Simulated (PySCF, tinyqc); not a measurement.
Inside a calculation. Method: MP2 on RHF in the sto-3g basis, frozen core, for CH2, spin multiplicity 1. The lowest restricted solution is unstable here: a spin-polarised one lies 0.0430 hartree lower (PySCF). Computed by tinyqc, a small Python program that keeps every step (integrals from PySCF). Settings: charge = 0, multiplicity = 1, basis = sto-3g, method = RHF, frozen orbitals = 1, energy threshold = 1e-10, iteration cap = 54, orthogonalisation = symmetric, start = Wolfsberg-Helmholz matrix, DIIS depth = 6. Command: `OMP_NUM_THREADS=1 python tinyqc.py 29193 29194 out.jsonl` (the two numbers bound the seeds that draw the settings). One thread of a shared host (Intel(R) Xeon(R) Processor @ 2.60GHz), about 0.1 s of CPU time with the checks. The early iterations of the SCF are left out here.

## One-electron integrals

Geometry (angstrom):
```
atom         x          y         z
C     0.000000   0.000000  0.000000
H     0.000000   1.128000  0.519000
H     0.000000  -1.107000  0.510000
```

Basis sto-3g: exponents (1/bohr^2) and contraction coefficients of normalised primitives:
```
element  l (shell)   exponent  coefficient
C            s (1)  71.616837     0.154329
C            s (1)  13.045096     0.535328
C            s (1)   3.530512     0.444635
C            s (2)   2.941249    -0.099967
C            s (2)   0.683483     0.399513
C            s (2)   0.222290     0.700115
C            p (3)   2.941249     0.155916
C            p (3)   0.683483     0.607684
C            p (3)   0.222290     0.391957
H            s (1)   3.425251     0.154329
H            s (1)   0.623914     0.535328
H            s (1)   0.168855     0.444635
```

Overlap, kinetic and nuclear-attraction integrals over the contracted functions; the nuclear repulsion is the sum of Za Zb / Rab.

nuclear repulsion = 5.39886396 hartree

overlap S, order 1C 1s, 1C 2s, 1C 2px, 1C 2py, 1C 2pz, 2H 1s, 3H 1s:
$$\begin{pmatrix}
1.000000 & 0.248362 & 0.000000 & 0.000000 & 0.000000 & 0.043792 & 0.046158 \\
0.248362 & 1.000000 & 0.000000 & 0.000000 & 0.000000 & 0.407268 & 0.419317 \\
0.000000 & 0.000000 & 1.000000 & 0.000000 & 0.000000 & 0.000000 & 0.000000 \\
0.000000 & 0.000000 & 0.000000 & 1.000000 & 0.000000 & 0.373784 & -0.381642 \\
0.000000 & 0.000000 & 0.000000 & 0.000000 & 1.000000 & 0.171981 & 0.175824 \\
0.043792 & 0.407268 & 0.000000 & 0.373784 & 0.171981 & 1.000000 & 0.080049 \\
0.046158 & 0.419317 & 0.000000 & -0.381642 & 0.175824 & 0.080049 & 1.000000
\end{pmatrix}$$

kinetic energy T (hartree), order 1C 1s, 1C 2s, 1C 2px, 1C 2py, 1C 2pz, 2H 1s, 3H 1s:
$$\begin{pmatrix}
15.891122 & -0.085890 & 0.000000 & 0.000000 & 0.000000 & -0.012038 & -0.012193 \\
-0.085890 & 0.472250 & 0.000000 & 0.000000 & 0.000000 & 0.064010 & 0.069642 \\
0.000000 & 0.000000 & 1.477728 & 0.000000 & 0.000000 & 0.000000 & 0.000000 \\
0.000000 & 0.000000 & 0.000000 & 1.477728 & 0.000000 & 0.160983 & -0.171256 \\
0.000000 & 0.000000 & 0.000000 & 0.000000 & 1.477728 & 0.074069 & 0.078899 \\
-0.012038 & 0.064010 & 0.000000 & 0.160983 & 0.074069 & 0.760032 & -0.011467 \\
-0.012193 & 0.069642 & 0.000000 & -0.171256 & 0.078899 & -0.011467 & 0.760032
\end{pmatrix}$$

nuclear attraction V (hartree), order 1C 1s, 1C 2s, 1C 2px, 1C 2py, 1C 2pz, 2H 1s, 3H 1s:
$$\begin{pmatrix}
-34.513091 & -4.405907 & 0.000000 & 0.000446 & -0.011123 & -0.788039 & -0.831074 \\
-4.405907 & -6.037441 & 0.000000 & 0.003898 & -0.120180 & -2.007792 & -2.082615 \\
0.000000 & 0.000000 & -5.929096 & 0.000000 & 0.000000 & 0.000000 & 0.000000 \\
0.000446 & 0.003898 & 0.000000 & -6.093074 & 0.001567 & -1.696338 & 1.748511 \\
-0.011123 & -0.120180 & 0.000000 & 0.001567 & -5.963856 & -0.802023 & -0.827466 \\
-0.788039 & -2.007792 & 0.000000 & -1.696338 & -0.802023 & -3.990267 & -0.369733 \\
-0.831074 & -2.082615 & 0.000000 & 1.748511 & -0.827466 & -0.369733 & -4.034671
\end{pmatrix}$$

core Hamiltonian H = T + V (hartree), order 1C 1s, 1C 2s, 1C 2px, 1C 2py, 1C 2pz, 2H 1s, 3H 1s:
$$\begin{pmatrix}
-18.621969 & -4.491797 & 0.000000 & 0.000446 & -0.011123 & -0.800078 & -0.843267 \\
-4.491797 & -5.565191 & 0.000000 & 0.003898 & -0.120180 & -1.943782 & -2.012973 \\
0.000000 & 0.000000 & -4.451368 & 0.000000 & 0.000000 & 0.000000 & 0.000000 \\
0.000446 & 0.003898 & 0.000000 & -4.615346 & 0.001567 & -1.535355 & 1.577255 \\
-0.011123 & -0.120180 & 0.000000 & 0.001567 & -4.486128 & -0.727954 & -0.748567 \\
-0.800078 & -1.943782 & 0.000000 & -1.535355 & -0.727954 & -3.230235 & -0.381201 \\
-0.843267 & -2.012973 & 0.000000 & 1.577255 & -0.748567 & -0.381201 & -3.274639
\end{pmatrix}$$

## Two-electron integrals

Functions are numbered as in S; the eight-fold symmetry (ij|kl) = (ji|kl) = (kl|ij) leaves the list below.

Two-electron integrals (ij|kl) in chemists' order, unique and non-zero (hartree):
```
(11|11) 3.541948    (21|11) 0.576921    (21|21) 0.111888    (22|11) 0.854682
(22|21) 0.205284    (22|22) 0.624709    (31|31) 0.020296    (32|31) 0.030858
(32|32) 0.137996    (33|11) 0.852436    (33|21) 0.205335    (33|22) 0.624568
(33|33) 0.672833    (41|41) 0.020296    (42|41) 0.030858    (42|42) 0.137996
(43|43) 0.036269    (44|11) 0.852436    (44|21) 0.205335    (44|22) 0.624568
(44|33) 0.600295    (44|44) 0.672833    (51|51) 0.020296    (52|51) 0.030858
(52|52) 0.137996    (53|53) 0.036269    (54|54) 0.036269    (55|11) 0.852436
(55|21) 0.205335    (55|22) 0.624568    (55|33) 0.600295    (55|44) 0.600295
(55|55) 0.672833    (61|11) 0.102159    (61|21) 0.019705    (61|22) 0.036129
(61|33) 0.036006    (61|41) 0.001077    (61|42) 0.002019    (61|44) 0.036320
(61|51) 0.000495    (61|52) 0.000929    (61|54) 0.000144    (61|55) 0.036073
(61|61) 0.003546    (62|11) 0.261020    (62|21) 0.063610    (62|22) 0.215009
(62|33) 0.209709    (62|41) 0.005489    (62|42) 0.038933    (62|44) 0.222660
(62|51) 0.002526    (62|52) 0.017913    (62|54) 0.005959    (62|55) 0.212451
(62|61) 0.011698    (62|62) 0.099641    (63|31) 0.006261    (63|32) 0.033653
(63|43) 0.007471    (63|53) 0.003437    (63|63) 0.011773    (64|11) 0.207807
(64|21) 0.051273    (64|22) 0.183762    (64|33) 0.174573    (64|41) 0.010089
(64|42) 0.064308    (64|44) 0.199767    (64|51) 0.001761    (64|52) 0.014104
(64|54) 0.008155    (64|55) 0.176743    (64|61) 0.009840    (64|62) 0.101042
(64|64) 0.112375    (65|11) 0.095613    (65|21) 0.023591    (65|22) 0.084550
(65|33) 0.080322    (65|41) 0.001761    (65|42) 0.014104    (65|44) 0.085039
(65|51) 0.007071    (65|52) 0.040143    (65|54) 0.009641    (65|55) 0.088196
(65|61) 0.004527    (65|62) 0.046490    (65|64) 0.046287    (65|65) 0.033070
(66|11) 0.420797    (66|21) 0.104270    (66|22) 0.401955    (66|33) 0.380999
(66|41) 0.010832    (66|42) 0.104659    (66|44) 0.432447    (66|51) 0.004984
(66|52) 0.048154    (66|54) 0.023672    (66|55) 0.391890    (66|61) 0.019409
(66|62) 0.240782    (66|64) 0.269011    (66|65) 0.123774    (66|66) 0.774606
(71|11) 0.107721    (71|21) 0.020776    (71|22) 0.038083    (71|33) 0.037953
(71|41) -0.001141   (71|42) -0.002135   (71|44) 0.038285    (71|51) 0.000525
(71|52) 0.000984    (71|54) -0.000153   (71|55) 0.038024    (71|61) 0.003610
(71|62) 0.011496    (71|64) 0.008876    (71|65) 0.004460    (71|66) 0.018742
(71|71) 0.003943    (72|11) 0.270936    (72|21) 0.066007    (72|22) 0.222584
(72|33) 0.217131    (72|41) -0.005700   (72|42) -0.040137   (72|44) 0.230449
(72|51) 0.002626    (72|52) 0.018491    (72|54) -0.006136   (72|55) 0.219958
(72|61) 0.011317    (72|62) 0.069688    (72|64) 0.051796    (72|65) 0.031559
(72|66) 0.127900    (72|71) 0.012797    (72|72) 0.106044    (73|31) 0.006551
(73|32) 0.035043    (73|43) -0.007740   (73|53) 0.003566    (73|63) 0.007603
(73|73) 0.012656    (74|11) -0.214149   (74|21) -0.052828   (74|22) -0.188889
(74|33) -0.179420   (74|41) 0.010506    (74|42) 0.066486    (74|44) -0.205392
(74|51) -0.001822   (74|52) -0.014486   (74|54) 0.008400    (74|55) -0.181647
(74|61) -0.008671   (74|62) -0.051271   (74|64) -0.031698   (74|65) -0.022826
(74|66) -0.089420   (74|71) -0.010697   (74|72) -0.106806   (74|74) 0.118275
(75|11) 0.098660    (75|21) 0.024338    (75|22) 0.087022    (75|33) 0.082660
(75|41) -0.001822   (75|42) -0.014486   (75|44) 0.087494    (75|51) 0.007390
(75|52) 0.041717    (75|54) -0.009967   (75|55) 0.090817    (75|61) 0.004367
(75|62) 0.031429    (75|64) 0.022944    (75|65) 0.021545    (75|66) 0.060811
(75|71) 0.004928    (75|72) 0.049206    (75|74) -0.048659   (75|75) 0.035074
(76|11) 0.047740    (76|21) 0.011649    (76|22) 0.040245    (76|33) 0.039314
(76|41) 0.000006    (76|42) 0.000068    (76|44) 0.040711    (76|51) 0.000798
(76|52) 0.005889    (76|54) 0.000013    (76|55) 0.040669    (76|61) 0.002080
(76|62) 0.016038    (76|64) 0.014268    (76|65) 0.008249    (76|66) 0.035277
(76|71) 0.002191    (76|72) 0.016482    (76|74) -0.014508   (76|75) 0.008442
(76|76) 0.003191    (77|11) 0.428157    (77|21) 0.106071    (77|22) 0.407639
(77|33) 0.386258    (77|41) -0.011159   (77|42) -0.106648   (77|44) 0.438735
(77|51) 0.005141    (77|52) 0.049133    (77|54) -0.024177   (77|55) 0.397396
(77|61) 0.018082    (77|62) 0.125124    (77|64) 0.088306    (77|65) 0.059787
(77|66) 0.236440    (77|71) 0.020829    (77|72) 0.249541    (77|74) -0.277081
(77|75) 0.127652    (77|76) 0.035277    (77|77) 0.774606
```

## Orthogonalisation

S = U s U^T; symmetric (Loewdin) form X = U s^(-1/2) U^T, so that X^T S X = 1.

eigenvalues of S: [0.377145, 0.425336, 0.892356, 1.000000, 1.075989, 1.495425, 1.733749]

X, order 1C 1s, 1C 2s, 1C 2px, 1C 2py, 1C 2pz, 2H 1s, 3H 1s:
$$\begin{pmatrix}
1.026590 & -0.148155 & 0.000000 & 0.000403 & -0.007738 & 0.023286 & 0.023810 \\
-0.148155 & 1.201665 & 0.000000 & -0.005571 & 0.072818 & -0.260523 & -0.273097 \\
0.000000 & 0.000000 & 1.000000 & 0.000000 & 0.000000 & 0.000000 & 0.000000 \\
0.000403 & -0.005571 & 0.000000 & 1.149697 & -0.002060 & -0.248550 & 0.257495 \\
-0.007738 & 0.072818 & 0.000000 & -0.002060 & 1.029888 & -0.107735 & -0.112142 \\
0.023286 & -0.260523 & 0.000000 & -0.248550 & -0.107735 & 1.170796 & -0.026518 \\
0.023810 & -0.273097 & 0.000000 & 0.257495 & -0.112142 & -0.026518 & 1.182879
\end{pmatrix}$$

## Iteration 8 (converged): orbitals

converged F (hartree), order 1C 1s, 1C 2s, 1C 2px, 1C 2py, 1C 2pz, 2H 1s, 3H 1s:
$$\begin{pmatrix}
-10.973645 & -2.949942 & 0.000000 & 0.000291 & -0.024308 & -0.531955 & -0.560444 \\
-2.949942 & -1.409094 & 0.000000 & 0.004304 & -0.048326 & -0.575671 & -0.594688 \\
0.000000 & 0.000000 & 0.247919 & 0.000000 & 0.000000 & 0.000000 & 0.000000 \\
0.000291 & 0.004304 & 0.000000 & -0.182173 & 0.003510 & -0.358158 & 0.364413 \\
-0.024308 & -0.048326 & 0.000000 & 0.003510 & -0.194500 & -0.203741 & -0.206937 \\
-0.531955 & -0.575671 & 0.000000 & -0.358158 & -0.203741 & -0.370145 & -0.118574 \\
-0.560444 & -0.594688 & 0.000000 & 0.364413 & -0.206937 & -0.118574 & -0.386373
\end{pmatrix}$$

Diagonalise F' = X^T F X, C = X C', fill 4 alpha and 4 beta electrons from the bottom; D = 2 C_occ C_occ^T. Each column has its largest component positive (the first on a tie).

F' = X^T F X (hartree):
$$\begin{pmatrix}
-10.743367 & -1.556221 & 0.000000 & 0.000348 & -0.043536 & -0.046314 & -0.054030 \\
-1.556221 & -0.624697 & 0.000000 & -0.003632 & 0.096773 & -0.363860 & -0.377388 \\
0.000000 & 0.000000 & 0.247919 & 0.000000 & 0.000000 & 0.000000 & 0.000000 \\
0.000348 & -0.003632 & 0.000000 & 0.146358 & 0.000132 & -0.409518 & 0.418585 \\
-0.043536 & 0.096773 & 0.000000 & 0.000132 & -0.120096 & -0.205606 & -0.209880 \\
-0.046314 & -0.363860 & 0.000000 & -0.409518 & -0.205606 & -0.003329 & -0.041939 \\
-0.054030 & -0.377388 & 0.000000 & 0.418585 & -0.209880 & -0.041939 & 0.001006
\end{pmatrix}$$

orbital energies (hartree): MO1 -10.979413, MO2 -0.766466, MO3 -0.494276, MO4 -0.258157, MO5 0.247919, MO6 0.472216, MO7 0.681971

coefficients C, order 1C 1s, 1C 2s, 1C 2px, 1C 2py, 1C 2pz, 2H 1s, 3H 1s:
$$\begin{pmatrix}
0.993307 & -0.223289 & -0.004076 & 0.112541 & 0.000000 & -0.166520 & 0.008766 \\
0.027938 & 0.725036 & 0.017961 & -0.511473 & 0.000000 & 0.906784 & -0.055626 \\
0.000000 & 0.000000 & 0.000000 & 0.000000 & 1.000000 & 0.000000 & 0.000000 \\
-0.000157 & -0.007893 & 0.511415 & 0.000906 & 0.000000 & 0.042699 & 1.089260 \\
0.004187 & 0.119578 & -0.001891 & 0.832904 & 0.000000 & 0.617491 & -0.029567 \\
-0.005659 & 0.261463 & 0.461745 & 0.237199 & 0.000000 & -0.812809 & -0.717454 \\
-0.005875 & 0.276423 & -0.452931 & 0.230329 & 0.000000 & -0.757689 & 0.803243
\end{pmatrix}$$

D after iteration 8, order 1C 1s, 1C 2s, 1C 2px, 1C 2py, 1C 2pz, 2H 1s, 3H 1s:
$$\begin{pmatrix}
2.098400 & -0.383553 & 0.000000 & -0.000753 & 0.142404 & -0.078381 & -0.079580 \\
-0.383553 & 1.576769 & 0.000000 & 0.005991 & -0.678453 & 0.152769 & 0.148620 \\
0.000000 & 0.000000 & 0.000000 & 0.000000 & 0.000000 & 0.000000 & 0.000000 \\
-0.000753 & 0.005991 & 0.000000 & 0.523217 & -0.002314 & 0.468591 & -0.467215 \\
0.142404 & -0.678453 & 0.000000 & -0.002314 & 1.416099 & 0.455865 & 0.451457 \\
-0.078381 & 0.152769 & 0.000000 & 0.468591 & 0.455865 & 0.675733 & -0.164394 \\
-0.079580 & 0.148620 & 0.000000 & -0.467215 & 0.451457 & -0.164394 & 0.669284
\end{pmatrix}$$

## Convergence

Stop when the energy changes by less than 1e-10 hartree and every element of the error matrix X^T (F D S - S D F) X is below 3e-06.

Course of the cycle:
```
iteration   E (hartree)     change  largest element of the error matrix
1          -38.14668508          -                             3.43e-01
2          -38.30921323  -1.63e-01                             6.31e-02
3          -38.32085772  -1.16e-02                             2.83e-02
4          -38.32303057  -2.17e-03                             5.48e-03
5          -38.32313997  -1.09e-04                             8.71e-04
6          -38.32314286  -2.89e-06                             1.74e-05
7          -38.32314286  -7.62e-10                             6.33e-06
8          -38.32314286  -6.91e-11                             2.40e-07
```

PySCF RHF in the same basis = -38.32314286 hartree

Converged in 8 iterations.

## Integrals over molecular orbitals

(pq|rs) = sum C_ip C_jq C_kr C_ls (ij|kl), one index at a time.

one-electron integrals over orbitals h = C^T H C (hartree):
$$\begin{pmatrix}
-18.607452 & 0.362291 & 0.006583 & -0.164082 & 0.000000 & 0.257039 & -0.013159 \\
0.362291 & -4.452306 & -0.000408 & 0.223342 & 0.000000 & -0.794618 & 0.051431 \\
0.006583 & -0.000408 & -3.864982 & 0.012626 & 0.000000 & -0.058850 & -0.913889 \\
-0.164082 & 0.223342 & 0.012626 & -4.298955 & 0.000000 & -0.401749 & 0.010453 \\
0.000000 & 0.000000 & 0.000000 & 0.000000 & -4.451368 & 0.000000 & 0.000000 \\
0.257039 & -0.794618 & -0.058850 & -0.401749 & 0.000000 & -3.432618 & -0.009362 \\
-0.013159 & 0.051431 & -0.913889 & 0.010453 & 0.000000 & -0.009362 & -3.644014
\end{pmatrix}$$

Two-electron integrals over orbitals (pq|rs), unique and non-zero (hartree); the lowest 1 orbital is frozen and left out:
```
(22|22) 0.527756    (32|22) -0.005398   (32|32) 0.140676    (33|22) 0.491431
(33|32) 0.003499    (33|33) 0.503281    (42|22) 0.013560    (42|32) -0.000445
(42|33) 0.017490    (42|42) 0.082124    (43|22) -0.001535   (43|32) 0.027215
(43|33) 0.000824    (43|42) 0.001625    (43|43) 0.032529    (44|22) 0.504759
(44|32) 0.000994    (44|33) 0.454381    (44|42) -0.087564   (44|43) -0.003057
(44|44) 0.654515    (52|52) 0.092674    (53|52) 0.001290    (53|53) 0.018555
(54|52) -0.035868   (54|53) -0.000817   (54|54) 0.047108    (55|22) 0.542404
(55|32) 0.000508    (55|33) 0.466740    (55|42) -0.046841   (55|43) -0.002306
(55|44) 0.578514    (55|55) 0.672833    (62|22) 0.080182    (62|32) 0.002883
(62|33) 0.019122    (62|42) 0.002983    (62|43) -0.001318   (62|44) 0.077439
(62|55) 0.124165    (62|62) 0.095808    (63|22) 0.008025    (63|32) -0.074727
(63|33) -0.000104   (63|42) -0.002176   (63|43) -0.032344   (63|44) 0.006929
(63|55) 0.008904    (63|62) 0.005517    (63|63) 0.093507    (64|22) 0.040598
(64|32) -0.002978   (64|33) 0.004560    (64|42) -0.000457   (64|43) -0.000548
(64|44) 0.056195    (64|55) 0.055621    (64|62) 0.054105    (64|63) 0.005505
(64|64) 0.038495    (65|52) 0.055655    (65|53) 0.001836    (65|54) -0.010288
(65|65) 0.041799    (66|22) 0.503973    (66|32) 0.009373    (66|33) 0.490052
(66|42) 0.054325    (66|43) 0.004251    (66|44) 0.442285    (66|55) 0.480395
(66|62) 0.049312    (66|63) -0.005800   (66|64) 0.023219    (66|66) 0.540133
(72|22) -0.004852   (72|32) 0.008434    (72|33) -0.000748   (72|42) 0.001371
(72|43) -0.027940   (72|44) -0.005932   (72|55) -0.007847   (72|62) -0.003726
(72|63) 0.044853    (72|64) -0.003221   (72|66) -0.003788   (72|72) 0.056057
(73|22) 0.072163    (73|32) 0.004625    (73|33) 0.029975    (73|42) -0.051649
(73|43) -0.000924   (73|44) 0.124273    (73|55) 0.133522    (73|62) 0.077145
(73|63) 0.003290    (73|64) 0.044259    (73|66) 0.008636    (73|72) -0.006403
(73|73) 0.116874    (74|22) 0.001141    (74|32) -0.065153   (74|33) -0.002278
(74|42) -0.000873   (74|43) 0.005321    (74|44) -0.001319   (74|55) -0.001270
(74|62) -0.003181   (74|63) 0.041639    (74|64) 0.001383    (74|66) -0.005445
(74|72) -0.009082   (74|73) -0.003440   (74|74) 0.055709    (75|52) -0.003162
(75|53) 0.018607    (75|54) 0.000721    (75|65) -0.001003   (75|75) 0.023249
(76|22) -0.004613   (76|32) 0.113574    (76|33) 0.003777    (76|42) -0.003223
(76|43) 0.038577    (76|44) 0.003153    (76|55) 0.000834    (76|62) 0.000361
(76|63) -0.084619   (76|64) -0.003349   (76|66) 0.008057    (76|72) -0.019115
(76|73) 0.006264    (76|74) -0.050115   (76|76) 0.117920    (77|22) 0.511996
(77|32) -0.011054   (77|33) 0.507392    (77|42) -0.015255   (77|43) -0.004338
(77|44) 0.520209    (77|55) 0.524661    (77|62) 0.043616    (77|63) 0.012333
(77|64) 0.017141    (77|66) 0.499057    (77|72) -0.001399   (77|73) 0.071872
(77|74) 0.004491    (77|76) -0.009050   (77|77) 0.556773
```

## Second-order Moller-Plesset energy

Hartree-Fock energy = -38.32314286 hartree

E2 = sum_ijab (ia|jb) [2 (ia|jb) - (ib|ja)] / (e_i + e_j - e_a - e_b) over occupied i, j and virtual a, b; the opposite-spin part is (ia|jb)^2 / denominator, the rest is same-spin, and SCS-MP2 scales them by 6/5 and 1/3.

Terms (the 40 largest of 45):
```
i  j  a  b    (ia|jb)    (ib|ja)  denominator       term
3  3  7  7   0.116874   0.116874    -2.352495  -0.005806
3  3  6  6   0.093507   0.093507    -1.932984  -0.004523
2  2  5  5   0.092674   0.092674    -2.028770  -0.004233
2  2  6  6   0.095808   0.095808    -2.477364  -0.003705
2  3  6  7   0.077145   0.044853    -2.414930  -0.003496
3  2  7  6   0.077145   0.044853    -2.414930  -0.003496
4  4  5  5   0.047108   0.047108    -1.012152  -0.002193
4  4  7  7   0.055709   0.055709    -1.880257  -0.001651
4  2  6  6   0.054105   0.054105    -1.969055  -0.001487
2  4  6  6   0.054105   0.054105    -1.969055  -0.001487
3  4  7  6   0.044259   0.041639    -1.906620  -0.001088
4  3  6  7   0.044259   0.041639    -1.906620  -0.001088
2  2  7  7   0.056057   0.056057    -2.896875  -0.001085
4  4  6  6   0.038495   0.038495    -1.460746  -0.001014
4  3  7  6   0.041639   0.044259    -1.906620  -0.000852
3  4  6  7   0.041639   0.044259    -1.906620  -0.000852
4  2  5  5  -0.035868  -0.035868    -1.520461  -0.000846
2  4  5  5  -0.035868  -0.035868    -1.520461  -0.000846
2  3  7  6   0.044853   0.077145    -2.414930  -0.000233
3  2  6  7   0.044853   0.077145    -2.414930  -0.000233
3  3  5  5   0.018555   0.018555    -1.484390  -0.000232
4  2  7  7  -0.009082  -0.009082    -2.388566  -0.000035
2  4  7  7  -0.009082  -0.009082    -2.388566  -0.000035
3  4  6  6   0.005505   0.005505    -1.696865  -0.000018
4  3  6  6   0.005505   0.005505    -1.696865  -0.000018
2  3  7  7  -0.006403  -0.006403    -2.624685  -0.000016
3  2  7  7  -0.006403  -0.006403    -2.624685  -0.000016
2  3  6  6   0.005517   0.005517    -2.205174  -0.000014
3  2  6  6   0.005517   0.005517    -2.205174  -0.000014
4  3  7  7  -0.003440  -0.003440    -2.116376  -0.000006
3  4  7  7  -0.003440  -0.003440    -2.116376  -0.000006
2  2  7  6  -0.003726  -0.003726    -2.687120  -0.000005
2  2  6  7  -0.003726  -0.003726    -2.687120  -0.000005
3  3  6  7   0.003290   0.003290    -2.142739  -0.000005
3  3  7  6   0.003290   0.003290    -2.142739  -0.000005
2  4  7  6  -0.003221  -0.003181    -2.178810  -4.82e-06
4  2  6  7  -0.003221  -0.003181    -2.178810  -4.82e-06
4  2  7  6  -0.003181  -0.003221    -2.178810  -4.59e-06
2  4  6  7  -0.003181  -0.003221    -2.178810  -4.59e-06
4  4  6  7   0.001383   0.001383    -1.670501  -1.14e-06
```

Pair energies (hartree; pair i-j sums ij and ji):
```
pair  opposite spin  same spin
2-2       -0.009034          0
3-2       -0.006656  -0.000864
3-3       -0.010572          0
4-2       -0.004753  -1.44e-09
4-3       -0.003922  -0.000007
4-4       -0.004860          0
```

MP2 correlation energy = -0.04066673 hartree

SCS-MP2 correlation energy = -0.04804539 hartree

MP2 total energy = -38.36380959 hartree
